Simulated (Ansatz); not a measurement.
Species: fluoromethane, CH3F (charge 0, singlet). 
Structure (B3LYP-D3(BJ)/def2-TZVP (Ansatz, a first-principles code) minimum search):
```xyz
5

C     -0.6251     0.0987     0.0634
F      0.7404    -0.1169    -0.0750
H     -0.8995    -0.0428     1.1096
H     -0.8540     1.1182    -0.2499
H     -1.1596    -0.6155    -0.5645
```

Basis-set convergence of Hartree-Fock and CCSD(T) correlation energies (hartree) with Ansatz. Correlated levels leave the core frozen unless marked. No spin-orbit coupling. Non-relativistic.

```csv
basis,functions,E(HF),"E(corr, CCSD(T))"
def2-SVPD,67,-138.93983,-0.37925
def2-TZVPPD,128,-139.10279,-0.46534
def2-QZVPPD,228,-139.10868,-0.49688
```

Extrapolating the two largest sets (X = 3 and 4) as X^-3: E(corr) = (64·(-0.49688) - 27·(-0.46534))/37 = -0.5199 Eh, an estimate of the basis-set limit. The largest set recovers 95.6 % of it, the smallest 72.9 %.
